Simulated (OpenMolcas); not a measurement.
**One shape, several levels: doublet CH5BO+**

Wanted: a comparison of 6 runs (UHF/3-21G, UB3LYP/6-31G*, UB3LYP/6-311+G**, UBHLYP/6-311+G**, UPBE0/6-311+G**, UTPSS/6-311+G**) of doublet CH5BO+. 

The results are computed with OpenMolcas 26.06.

### 1 The system as given

CH5BO+ has 8 atoms, charge +1, and is taken as a doublet. SMILES of the parent species: `CBO`. The coordinates come from a PBE0-D4/def2-TZVP relaxation. This is one conformer, not always the lowest. That shape belongs to the parent species and isn't relaxed for this state.

Bond lengths: C1–B2 1.559 Å, B2–O3 1.357 Å, C1–H4 1.092 Å, C1–H5 1.096 Å, C1–H6 1.096 Å, B2–H7 1.207 Å, O3–H8 0.960 Å. Angles: C1–B2–O3 119.4°, C1–B2–H7 121.8°, O3–B2–H7 118.7°, B2–C1–H4 113.4°, B2–C1–H5 110.2°, B2–C1–H6 110.2°, B2–O3–H8 113.1°, H4–C1–H5 108.7°, H4–C1–H6 108.7°, H5–C1–H6 105.3°.

### 2 A single-point energy at UHF/3-21G (run 1)

run.input reads:

```
* CH5BO Hartree-Fock
>>> EXPORT MOLCAS_PRINT=2
&GATEWAY
BasLib
$CurrDir
Coord
8
angstrom
C       -0.618600       0.710300      -0.324600
B        0.508800      -0.240100       0.180200
O        0.240700      -1.558300       0.355600
H       -1.568300       0.201200      -0.499400
H       -0.308500       1.205100      -1.251900
H       -0.780500       1.520100       0.395700
H        1.620500       0.163100       0.420800
H        0.998200      -2.058400       0.667700
Basis
3-21G
Group
NoSym
&SEWARD
&SCF
UHF
Charge
1
Spin
2
Thresholds
1e-10 1e-07 1e-07 1e-05
PrOrbitals
1 2
```

The basis set 3-21G is read from a file made from the Basis Set Exchange's data (not shown).

Run with:

```sh
$ export MOLCAS_MEM=1860
$ pymolcas run.input > run.log
```

The log of the run:

```text
--- Start Module: gateway ---
[...]
--- Stop Module: gateway /rc=_RC_ALL_IS_WELL_ ---
--- Start Module: seward ---
[...]
      Basis functions           37
--- Stop Module: seward /rc=_RC_ALL_IS_WELL_ ---
--- Start Module: scf ---
[...]
       Convergence after  27 Iterations
[...]
::    Total SCF energy                               -139.2001744276
[...]
      Total spin, S                                     0.5103110001
[...]
      Total electronic charge=   23.000000
      Total            charge=    1.000000
[...]
      Dipole Moment (debye):
      Origin of the operator (angstrom)=    0.0452   -0.4088    0.0796
                   X=  2.0965E+00               Y=  1.9517E+00               Z=  2.2595E-01           Total=  2.8732E+00
      Center of Charge (angstrom)
[...]
--- Stop Module: scf /rc=_RC_ALL_IS_WELL_ ---
[...]
```

It took 2.3 s on 1 thread of Arm Neoverse V1, shared host; peak memory 0.37 GiB.

### 3 A single-point energy at UB3LYP/6-31G(d) (Cartesian functions) (run 2)

job.input reads:

```
&GATEWAY
 BasLib=$CurrDir
 Coord
 8
 bohr
 C     -1.16898458     1.34227247    -0.61340510
 B      0.96149265    -0.45372324     0.34052865
 O      0.45485708    -2.94476022     0.67198661
 H     -2.96365748     0.38021290    -0.94372923
 H     -0.58298051     2.27730895    -2.36574814
 H     -1.47493124     2.87257268     0.74776463
 H      3.06230118     0.30821433     0.79519675
 H      1.88632462    -3.88981225     1.26177013
 Basis=6-31Gs
 Group=NoSym

&SEWARD
 GridInput
 Grid=UltraFine
 End of Grid

&SCF
 UHF
 Charge=1
 Spin=2
 KSDFT=B3LYP
 Thresholds=1e-10 1e-07 1e-07 1e-05
 PrOrbitals=1 2
```

The basis set 6-31G* is read from a file made from the Basis Set Exchange's data (not shown).

Run with:

```sh
$ export MOLCAS_MEM=1860
$ pymolcas job.input > job.log
```

The log of the run:

```text
--- Start Module: gateway ---
[...]
--- Stop Module: gateway /rc=_RC_ALL_IS_WELL_ ---
--- Start Module: seward ---
[...]
      Basis functions           55
--- Stop Module: seward /rc=_RC_ALL_IS_WELL_ ---
--- Start Module: scf ---
[...]
       Convergence after  21 Iterations
[...]
::    Total KS-DFT energy                            -140.8368803804
[...]
      Total spin, S                                     0.5022645473
[...]
      Total electronic charge=   23.000000
      Total            charge=    1.000000
[...]
      Dipole Moment (debye):
      Origin of the operator (angstrom)=    0.0452   -0.4088    0.0796
                   X=  1.9277E+00               Y=  1.0380E+00               Z=  3.5249E-01           Total=  2.2175E+00
      Center of Charge (angstrom)
[...]
--- Stop Module: scf /rc=_RC_ALL_IS_WELL_ ---
[...]
```

Run time: 32 s. Hardware: 1 thread of Arm Neoverse V1, shared host; peak memory 0.39 GiB.

Runs 3 to 5 aren't shown in full; the table further down has their settings and results.

### 4 A single-point energy at UTPSS/6-311+G(d,p) (run 6)

mol.inp reads:

```
>>> EXPORT MOLCAS_PRINT=2
&GATEWAY
BASLIB
$CurrDir
COORD
8
angstrom
C       -0.618600       0.710300      -0.324600
B        0.508800      -0.240100       0.180200
O        0.240700      -1.558300       0.355600
H       -1.568300       0.201200      -0.499400
H       -0.308500       1.205100      -1.251900
H       -0.780500       1.520100       0.395700
H        1.620500       0.163100       0.420800
H        0.998200      -2.058400       0.667700
BASIS
6-311pGss
GROUP
NoSym
&SEWARD
GRIDINPUT
Grid=UltraFine
End of Grid
&SCF
UHF
CHARGE
1
SPIN
2
KSDFT
2
1.0 MGGA_X_TPSS
1.0 MGGA_C_TPSS
THRESHOLDS
1e-10 1e-07 1e-07 1e-05
PRORBITALS
0
```

The basis set 6-311+G** is read from a file made from the Basis Set Exchange's data (not shown).

Run with:

```sh
$ export MOLCAS_MEM=1860
$ pymolcas mol.inp > mol.log
```

The log of the run:

```text
--- Start Module: gateway ---
[...]
--- Stop Module: gateway /rc=_RC_ALL_IS_WELL_ ---
--- Start Module: seward ---
[...]
      Basis functions           96
--- Stop Module: seward /rc=_RC_ALL_IS_WELL_ ---
[...]
--- Start Module: scf ---
[...]
       Convergence after  23 Iterations
[...]
::    Total KS-DFT energy                            -140.9069673186
[...]
      Total spin, S                                     0.5021480343
[...]
      Total electronic charge=   23.000000
      Total            charge=    1.000000
[...]
      Dipole Moment (debye):
      Origin of the operator (angstrom)=    0.0452   -0.4088    0.0796
                   X=  1.8638E+00               Y=  1.0479E+00               Z=  3.3230E-01           Total=  2.1639E+00
      Center of Charge (angstrom)
[...]
--- Stop Module: scf /rc=_RC_ALL_IS_WELL_ ---
[...]
```

Wall time 2 min (1 thread of Arm Neoverse V1, shared host); peak memory 0.53 GiB.

### 5 Overview of the runs

```csv
run,level,Cartesian functions,integration grid,energy (Eh),HOMO energy (eV),LUMO energy (eV),⟨S²⟩,wall time
1,UHF/3-21G,no,–,-139.200174,-20.69,-9.92,0.771,2.3 s
2,UB3LYP/6-31G* (Cartesian functions),yes,UltraFine,-140.836880,-16.85,-13.81,0.755,32 s
3,UB3LYP/6-311+G**,no,UltraFine,-140.884491,-16.98,-13.90,0.755,74 s
4,UBHLYP/6-311+G**,no,UltraFine,-140.789172,-18.73,-12.69,0.760,68 s
5,UPBE0/6-311+G**,no,UltraFine,-140.703386,-17.22,-13.62,0.756,71 s
6,UTPSS/6-311+G**,no,UltraFine,-140.906967,-15.78,-14.36,0.754,2 min
```

### 6 Summary of results

```
                                 quantity          value
                      run 6: total energy  -140.90697 Eh
run 6: HOMO energy (highest over α and β)      -15.78 eV
 run 6: LUMO energy (lowest over α and β)      -14.36 eV
                              run 6: ⟨S²⟩          0.754
```

What this shows: Totals of different functionals can't be ranked against each other. All runs together took 6.2 min, the longest 2 min.
